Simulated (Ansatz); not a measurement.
Process, species as SMILES: [SiH3] (SiH3) → SiH3+ (singlet, bonded as [SiH3]) + e-
B3LYP-D3(BJ)/def2-TZVP geometries, fixed; electronic energies without zero-point terms.

Effect of a fitting basis named in the input at PBE0/aug-cc-pV(Q+d)Z with Ansatz (a quantum-chemistry and plane-wave program), against the last row, where the adiabatic ionisation energy is 8.21 eV. Open shells are unrestricted. The default fits or decomposes integrals by the program's own choice; accuracy: high also tightens integrals, grids and stops.

| setting | largest shift of a total energy (mEh) | shift of the adiabatic ionisation energy (eV) |
|---|---|---|
| fitting: def2-SV(P)-JKFIT | -0.050 | 0.000 |
| fitting: def2-universal-JKFIT | -0.050 | 0.000 |
| fitting: cc-pVTZ-JKFIT | -0.029 | 0.000 |
| fitting: cc-pVQZ-JKFIT | -0.012 | 0.000 |
| fitting: cc-pV5Z-JKFIT | -0.014 | 0.000 |
| accuracy: high | -0.015 | 0.000 |
| accuracy: medium (default) | 0.000 | 0.000 |

Within 0.002 eV in the adiabatic ionisation energy: fitting: def2-SV(P)-JKFIT; fitting: def2-universal-JKFIT; fitting: cc-pVTZ-JKFIT; fitting: cc-pVQZ-JKFIT; fitting: cc-pV5Z-JKFIT; accuracy: high. The largest shift is 0.050 mEh in a total energy and 0.000 eV in the difference.
